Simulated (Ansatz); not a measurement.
A made-up structure of BSiH3Cl, doublet:

```xyz
6
angstrom
B 0.2383 -0.2914 -1.0420
Si -0.1527 0.0775 0.7855
Cl -0.6284 1.9257 1.5021
H 0.2182 0.5757 -1.8591
H 0.4198 -0.6782 1.8426
H -0.1757 -0.8629 1.9289
```

It is relaxed with PBE-D4/def2-SVP and then PBE0-D4/def2-TZVP (Ansatz 0.2.0). Atoms count as bonded within 1.22 times the sum of their covalent radii (H–H: 0.88 Å). The end point is not checked to be a true minimum.

(1) Does its bonding change? (Judge from chemistry; the calculation decides.)

## Answers

(1) Computed: Yes. Formed: B1–H5; broken: Si2–H5, H5–H6.

Where it ends: The first stage lowers the energy by 5.38 eV in 20 steps. It ends as BSiH₃Cl ([BH2][SiH][Cl]):
```
atom    x (Å)    y (Å)    z (Å)
  B1   0.4416  -0.2814  -0.3991
 Si2  -0.3138   0.2934   1.2527
 Cl3  -1.1159   2.1422   1.5591
  H4   0.4711   0.4471  -1.3417
  H5   0.8756  -1.3937  -0.4335
  H6  -0.4391  -0.4612   2.5204
```

Labels in which every atom is bracketed show which atoms are joined, not bond orders.

For scale, one of the runs: PBE0-D4/def2-TZVP relaxation, 123 basis functions, launched by `ansatz run in.yaml --threads 2 --pin off --events-out ev --progress --plain --max-ram 4352MiB`. Hardware: 2 CPU threads of an Intel Xeon Platinum 8488C, shared host. Wall time about 10 s.
